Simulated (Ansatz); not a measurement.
System: fcc Rh. Method: PBEsol in Ansatz (plane waves, PAW).

A relaxed, unreconstructed slab of the (311) face has 11 atoms, two equal faces of 11.856 Å² each and an energy of -69721.9174 eV. A bulk cell of 11 atoms with the same orientation and in-plane k mesh has -69726.2199 eV. Energies are extrapolated to zero smearing.

Numerical settings: plane-wave cutoff 500 eV, 22×22×1 k mesh (along the axes of the cell as run), Fermi–Dirac smearing 0.1 eV, scalar-relativistic PAW data made under PBE.

Worked out: γ = (E_slab − N E_bulk per atom)/2A = [-69721.9174 − 11 × (-69726.2199/11)]/(2 × 11.856) = 0.1814 eV/Å². With 16.022 J/m² per eV/Å² this is 2.91 J/m², or 2.15 eV per surface cell and face.

Ansatz is a quantum-chemistry and plane-wave program.
